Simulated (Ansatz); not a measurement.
Geometry optimisation, RKS PBE-D4/def2-TZVP (Ansatz 0.2.0).

The input (input.yaml):

```yaml
crystal:
  periodic: [false, false, false]
  atoms:
    - { symbol: B, position_ang: [0.258072, -1.0e-06, 0.149012] }
    - { symbol: H, position_ang: [0.391207, 0.0, 1.321284] }
    - { symbol: H, position_ang: [1.339882, 0.0, -0.321767] }
    - { symbol: H, position_ang: [-0.776661, 0.0, -0.448428] }
basis:
  gaussian: { orbitals: def2-TZVP }
hamiltonian:
  xc: pbe
  dispersion: d4
relax:
  f_tol: 0.03
  max_steps: 50
```

Launched with:

```bash
$ ansatz run input.yaml --threads 1 --pin off --max-ram 2048MiB --backend cpu --events-out ev --progress --plain --runs-dir out
```

Q: Where does it end, and by what steps?

A: The run converged. After 2 steps the energy has fallen by 0.097 eV; H2 moved furthest, 0.10 Å.

```json
{"step": "0", "energy less start (eV)": "0.0000", "largest force component (eV/Å)": "0.836", "accepted": "yes"}
{"step": "1", "energy less start (eV)": "-0.0928", "largest force component (eV/Å)": "0.284", "accepted": "yes"}
{"step": "2", "energy less start (eV)": "-0.0972", "largest force component (eV/Å)": "0.013", "accepted": "yes"}
```

```xyz
4
Properties=species:S:1:pos:R:3
B 0.303 0.000 0.175
H 0.303 0.000 1.375
H 1.342 0.000 -0.425
H -0.736 0.000 -0.425
```

Whether the end is a true minimum wasn't checked by a vibrational analysis.

The run took 1.6 s on 1 thread of Arm Neoverse V2, on a shared host, peak memory 0.082 GiB.
